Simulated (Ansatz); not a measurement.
From input file to script: C4H7FS, SMILES CC1(CF)CS1 in Ansatz 0.2.0.

```yaml
crystal:
  periodic: [false, false, false]
  atoms:
    - { symbol: C, position_ang: [1.3453, -0.5911, -0.0569] }
    - { symbol: C, position_ang: [-0.1114, -0.1265, -0.0958] }
    - { symbol: C, position_ang: [-0.3955, 1.3127, -0.5319] }
    - { symbol: F, position_ang: [0.1167, 1.529, -1.798] }
    - { symbol: C, position_ang: [-1.0092, -0.6965, 0.9189] }
    - { symbol: S, position_ang: [-1.2816, -1.3685, -0.7843] }
    - { symbol: H, position_ang: [1.8126, -0.4416, -1.0526] }
    - { symbol: H, position_ang: [1.9044, 0.003, 0.6959] }
    - { symbol: H, position_ang: [1.4233, -1.6678, 0.2071] }
    - { symbol: H, position_ang: [-1.4866, 1.5228, -0.5512] }
    - { symbol: H, position_ang: [0.0869, 2.0157, 0.1791] }
    - { symbol: H, position_ang: [-0.5625, -1.4443, 1.608] }
    - { symbol: H, position_ang: [-1.8423, -0.0468, 1.2616] }
basis:
  gaussian: { orbitals: cc-pVDZ }
hamiltonian:
  xc: lc_wpbe
```

On the command line:
```console
$ ansatz run input.yaml --threads 1 --pin off --max-ram 4096MiB --backend cpu --events-out ev --progress --plain --runs-dir out
Engine: ansatz 0.2.0, aarch64-unknown-linux-gnu
Functional definition: LC-wPBE
  parameter omega = 0.4/bohr
  exchange = pbe_x_sr(omega) + exact_x_lr(omega)
  correlation = pbe_c
1513 factors; their error is unknown
459 factors; integrals over basis functions are off by at most 1.8e-5 eV
mean field evaluation 1: about -17804.8267 eV, gradient 3.0e1 eV
mean field evaluation 2: about -17806.1204 eV, gradient 2.1e1 eV
mean field evaluation 4: about -17806.8904 eV, gradient 1.4e0 eV
mean field evaluation 8: about -17806.9078 eV, gradient 3.3e-2 eV
mean field evaluation 16: about -17806.8446 eV, gradient 5.3e-5 eV
mean field -17806.84456735 eV, -654.3894679373 hartree, gradient 5.3e-5 eV, S^2 0.000000; 0 other end points of the search recorded, 0 dependent functions left out
reference -17806.84456736 eV, -654.3894679376 hartree; 28, 28 occupied and 95, 95 virtual orbitals, 1513 factors
Total energy: -17806.84456736 eV, -654.3894679376 hartree
```

Script `energy.py`:
```python
# -*- coding: utf-8 -*-
import sys

import ansatz as az

geometry = (
    az.Crystal.molecule()
    .atom("C", (1.3453, -0.5911, -0.0569))
    .atom("C", (-0.1114, -0.1265, -0.0958))
    .atom("C", (-0.3955, 1.3127, -0.5319))
    .atom("F", (0.1167, 1.529, -1.798))
    .atom("C", (-1.0092, -0.6965, 0.9189))
    .atom("S", (-1.2816, -1.3685, -0.7843))
    .atom("H", (1.8126, -0.4416, -1.0526))
    .atom("H", (1.9044, 0.003, 0.6959))
    .atom("H", (1.4233, -1.6678, 0.2071))
    .atom("H", (-1.4866, 1.5228, -0.5512))
    .atom("H", (0.0869, 2.0157, 0.1791))
    .atom("H", (-0.5625, -1.4443, 1.608))
    .atom("H", (-1.8423, -0.0468, 1.2616))
)

calc = geometry.calculation().basis(gaussian="cc-pVDZ").functional("lc_wpbe")
try:
    summary = calc.run(threads=1, backend="cpu").report
except az.AnsatzError as error:
    sys.exit(f"{type(error).__name__}: {error}")

print("reference energy %16.6f eV" % summary["reference_energy_ev"])
print("total energy     %16.6f eV" % summary["free_energy_ev"])
print("occupied (up, down):", summary["n_occupied"], " virtual:", summary["n_virtual"], " frozen:", summary["n_frozen"])
```

`python energy.py` gives:
```text
reference energy    -17806.844567 eV
total energy        -17806.844567 eV
occupied (up, down): [28, 28]  virtual: [95, 95]  frozen: 0
```

Total energies depend on the basis set; only differences at equal settings carry meaning. The geometry is a force-field or estimated start, not a minimum of this method, and the basis set is short of its limit. Run time: 4.7 s on 1 thread of Arm Neoverse V2, on a shared host, peak memory 0.29 GiB.

(A comment or docstring line of the script was reworded after the run, the code is as it ran; lines on the test bed's own set-up are left out of the output.)
